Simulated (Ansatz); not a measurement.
# SiH₃ (doublet): the correlation ladder at distance H1–H2 along a hydrogen transfer = 1.384 Å, 6-31G

Aim: climb from Hartree-Fock through coupled cluster and multireference methods for SiH₃ (doublet) at one geometry and basis, and see what each rung misses.

Program: Ansatz 0.2.0, Gaussian basis. Level of theory: 6-31G, core rule «outside noble gas», up to 5 orbitals frozen. These are calculated values, not measurements.

Plan: UHF; CCSD(T) on ROHF; CCSD(T) on UHF; BCCD(T) on ROHF; CISD; CCSDT(Q) on ROHF; CCSDT(Q) on UHF; CISDTQ; CCSDTQ on ROHF; CCSDTQ on UHF; CASSCF and MRCISD+Q, 3 electrons in 3 orbitals; CASSCF and NEVPT2, 3 electrons in 3 orbitals; CASSCF and MRCISD+Q, 7 electrons in 7 orbitals; CASSCF and NEVPT2, 7 electrons in 7 orbitals; Full CI.

6 further runs of the same task are left out: 5 that didn't finish, 1 set aside as unsound or not needed.

## Step 1: The system

The geometry derives from fragments relaxed apart (PBE0/def2-TZVP) and kept rigid, so it is no stationary point. A hydrogen atom is moved between rigid fragments.

4 atoms, charge 0, spin multiplicity 2.

Atoms are counted from 1 here; the program's logs count them from 0.

Bond lengths: H2–Si3 1.440 Å, Si3–H4 1.532 Å. Angles: H2–Si3–H4 105.0°.

## Step 2: UHF

Input file in.yaml:

```yaml
crystal:
  periodic: [false, false, false]
  atoms:
    - {symbol: H, position_ang: [-2.698691, 0.047936, 0.000000]}
    - {symbol: H, position_ang: [-1.314691, 0.047936, 0.000000]}
    - {symbol: Si, position_ang: [0.125309, 0.047936, 0.000000]}
    - {symbol: H, position_ang: [0.521743, -1.431577, 0.000000]}
basis:
  gaussian: {orbitals: 6-31G}
magnetization: {spin_polarized: true, initial_magnetization: 1}
hamiltonian: {xc: hf}
output: {orbitals: {seedname: orbitals}}
```

Launch:

```
> ansatz run in.yaml --threads 1 --pin off --events-out ev --progress --plain --max-ram 2393MiB
```

Further steps of the session: CCSD(T) on ROHF; CCSD(T) on UHF; BCCD(T) on ROHF; CISD; CCSDT(Q) on ROHF; CCSDT(Q) on UHF; CISDTQ; CCSDTQ on ROHF; CCSDTQ on UHF; CASSCF and MRCISD+Q, 3 electrons in 3 orbitals; CASSCF and NEVPT2, 3 electrons in 3 orbitals; CASSCF and MRCISD+Q, 7 electrons in 7 orbitals; CASSCF and NEVPT2, 7 electrons in 7 orbitals; Full CI.

Q: Predict the results of all the runs planned. Wanted: FCI below the RHF energy; RMP2 from FCI; UMP2 from FCI; RCCSD from FCI; RCCSD(T) from FCI; UCCSD(T) from FCI; RCCSDT(Q) from FCI; UCCSDT(Q) from FCI; NEVPT2 pair from FCI.

The runs gave:

```
                         quantity                                                                                                                                                       value
         FCI below the RHF energy                                                                                                                                                  -1.8539 eV
                    RMP2 from FCI                                                                                                                                                +58.5 kJ/mol
                    UMP2 from FCI                                                                                                                                                +57.9 kJ/mol
                   RCCSD from FCI                                                                                                                                                 +2.9 kJ/mol
                RCCSD(T) from FCI                                                                                                                                                 +1.0 kJ/mol
                UCCSD(T) from FCI                                                                                                                                                 +1.3 kJ/mol
               RCCSDT(Q) from FCI                                                                                                                                                 +0.1 kJ/mol
               UCCSDT(Q) from FCI                                                                                                                                                 +0.1 kJ/mol
             NEVPT2 pair from FCI                                                                                                                                                +48.1 kJ/mol
           MRCISD+Q pair from FCI                                                                                                                                                 -1.6 kJ/mol
          NEVPT2 valence from FCI                                                                                                                                                +17.3 kJ/mol
levels within 1 kcal/mol (43 meV)  RCCSD, UCCSD, RCCSD(T), UCCSD(T), BCCD(T), RCCSDT, UCCSDT, CISDTQ, RCCSDT(Q), UCCSDT(Q), RCCSDTQ, UCCSDTQ, MRCISD+Q pair, MRCISD valence, MRCISD+Q valence
                    T1 diagnostic                                                                                                                                                       0.025
   effectively unpaired electrons                                                                                                                                                        1.05
```

RCCSD(T) misses by +1.0 kJ/mol, 0.6 % of the correlation energy. MRCISD+Q pair falls below full CI: the +Q correction isn't variational, and the cores differ from full CI's. One determinant dominates. Of the multireference levels listed MRCISD+Q pair comes nearest in total energy (-1.6 kJ/mol), which doesn't show that its space is the better one. These misses are within one basis, not against nature; the frozen cores of restricted and unrestricted runs differ, which can shift their rows.
